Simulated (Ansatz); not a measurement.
Solid iodine, treated with PBEsol (Ansatz, an electronic-structure program, PAW).

Settings: plane-wave cutoff 500 eV, 8×8×4 k mesh (along the axes of the cell as run), gaussian smearing 0.02 eV, scalar-relativistic PAW data made under PBE.

Cell (relaxed at this level):

```cif
data_I4
_chemical_formula_sum 'I4'
_space_group_name_H-M_alt 'P 1'
_space_group_IT_number 1
_cell_length_a 4.34908
_cell_length_b 4.34908
_cell_length_c 9.63805
_cell_angle_alpha 90.000
_cell_angle_beta 90.000
_cell_angle_gamma 119.453
loop_
_space_group_symop_operation_xyz
  'x, y, z'
loop_
_atom_site_label
_atom_site_type_symbol
_atom_site_fract_x
_atom_site_fract_y
_atom_site_fract_z
_atom_site_occupancy
I1 I 0.82681 0.82681 0.87727 1
I2 I 0.67319 0.67319 0.37727 1
I3 I 0.32681 0.32681 0.62273 1
I4 I 0.17319 0.17319 0.12273 1
```

Question: Give the computed band gap.

Answer: 
- band gap = 0.79 eV (on the SCF k mesh)

Note: the cell comes from a level without a dispersion term, which matters for the spacing of layers, chains or molecules.

Spin–orbit coupling is not included; with these elements it can move the gap by several tenths of an eV or more.

Static lattice: no zero-point or thermal effects.
